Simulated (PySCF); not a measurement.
# O₂⁺ from Hartree–Fock to correlated methods

State: ²Πg (doublet), unpaired electrons π ↑. Set-up: PySCF, no relativity, basis sets O 6-311G(d,p). De refers to O⁺ + O in their high-spin ground configurations, without counterpoise correction. The functionals are run spin-unrestricted.

| Level | Re (Å) | ωe (cm⁻¹) | De (eV) | CPU s a point (SCF and correlation, without the integrals) |
| --- | --- | --- | --- | --- |
| UHF | 1.061 | 2536 | 1.09 | 0.05 |
| UHF-MP2 | 1.156 | 1480 | 6.63 | 0.077 |
| UHF-SCS-MP2 | 1.142 | 1628 | 6.35 | n/a |
| UHF-CCSD | 1.110 | 2054 | 5.47 | n/a |
| UHF-CCSD(T) | 1.120 | 1945 | 5.87 | 1.1 |
| PBE | 1.122 | 1952 | 7.89 | 0.29 |
| BP86 | 1.124 | 1934 | 7.85 | 0.22 |
| r²SCAN | 1.109 | 2051 | 6.65 | 0.47 |
| B3LYP | 1.107 | 2073 | 6.76 | 0.35 |
| PBE0 | 1.098 | 2161 | 6.61 | 0.43 |
| BHandHLYP | 1.083 | 2290 | 5.28 | 0.24 |
| LC-ωPBE | 1.097 | 2197 | 7.01 | 0.34 |

(1) Which functional lies closest to UHF-CCSD(T) in De, which farthest, and by how much do they differ from it?

(2) What does a quarter of exact exchange do here, going from PBE to PBE0?

(3) What does the triples do here, going from UHF-CCSD to UHF-CCSD(T)?

Correlated steps freeze 2 core orbitals. The state was picked by a PBE0 search and need not be the measured ground state.

The whole job (state search and all levels along the bond) took about 0.79 min on 1 thread of Arm Neoverse V1 (shared host), peak memory 0.42 GiB.

Results:

(1) Closest is BHandHLYP (-3.7 pm in Re, +17.7 % in ωe, -0.59 eV in De against UHF-CCSD(T) in the same basis), farthest PBE (+0.2 pm in Re, +0.4 % in ωe, +2.02 eV in De). CCSD(T) converges more slowly with the basis than the functionals do and binds too weakly in this one, so the order can change at the basis-set limit.

(2) PBE0 less PBE: -2.4 pm in Re, +10.7 % in ωe, -1.28 eV in De. Exact exchange removes part of the self-interaction that spreads semilocal densities, and in most molecules shortens and stiffens the bond and lowers De; so it does here.

(3) UHF-CCSD(T) less UHF-CCSD: +1.0 pm in Re, -5.3 % in ωe, +0.40 eV in De. Correlation nearly always deepens the well. The bond lengthens, as in strong covalent bonds, where excitations into antibonding orbitals dominate.
